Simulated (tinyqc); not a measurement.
Pariser-Parr-Pople SCF with singles CI, for the molecule Nc1cc[nH]c1 (SMILES; centres numbered as the heavy atoms are written), step by step. One step of it, computed by the program tinyqc.

Question. Singles CI, singlets. Over the 4 single excitations with the smallest orbital gaps: A = (e_a - e_i) delta + 2 (ia|jb) - (ij|ab), with (pq|rs) = sum c_mp c_mq gamma_mn c_nr c_ns. f = 2/3 w |mu|^2 in atomic units, mu = sqrt2 sum c_ia sum_m c_mi c_ma R_m.

orbital energies (eV): -12.509940  -9.580403  -8.334625  -5.629454  1.672345  2.853206

coefficients:
```
         MO1        MO2        MO3        MO4        MO5        MO6
1N  0.185408   0.448086   0.007031   0.788928   0.121227  -0.357337
2C  0.465774   0.575188   0.010291  -0.120515  -0.171509   0.638880
3C  0.375103   0.126161  -0.574388  -0.344549  -0.333664  -0.532367
4C  0.421909  -0.412171  -0.483650   0.167588   0.569777   0.255850
5N  0.476692  -0.528102   0.323590   0.282569  -0.555512   0.026884
6C  0.450259   0.060700   0.575582  -0.369355   0.459693  -0.338448
```

repulsion gamma_rs (eV), lower triangle:
```
           1N         2C         3C         4C         5N         6C
1N  18.820000
2C   6.146619  11.730000
3C   4.188656   5.479411  11.730000
4C   3.154376   4.123044   5.480877  11.730000
5N   3.282041   4.489253   4.488718   6.146619  18.820000
6C   4.188656   5.479411   4.121732   4.122592   6.147509  11.730000
```

Centres (angstrom, eV; a flat drawing with bonds scaled to 1.40 angstrom):

| centre | x | y | core charge z | W | gamma_rr |
|---|---|---|---|---|---|
| 1N | 2.159000 | 0.000000 | 2 | 23.380000 | 18.820000 |
| 2C | 0.759000 | 0.000000 | 1 | 10.790000 | 11.730000 |
| 3C | -0.064000 | 1.133000 | 1 | 10.790000 | 11.730000 |
| 4C | -1.395000 | 0.700000 | 1 | 10.790000 | 11.730000 |
| 5N | -1.395000 | -0.700000 | 2 | 23.380000 | 18.820000 |
| 6C | -0.064000 | -1.133000 | 1 | 10.790000 | 11.730000 |

Give: singlet CI matrix; singlet excitation energies; oscillator strengths.

Answer.

singlet CI matrix (eV), lower triangle:
```
        4>5     4>6    3>5    3>6
4>5   4.241
4>6  -0.278   5.390
3>5   0.124  -0.220  6.712
3>6   0.614   0.051  0.177  7.445
```

singlet excitation energies (eV): 4.066  5.408  6.711  7.604

oscillator strengths: 0.132  0.439  0.622  0.516
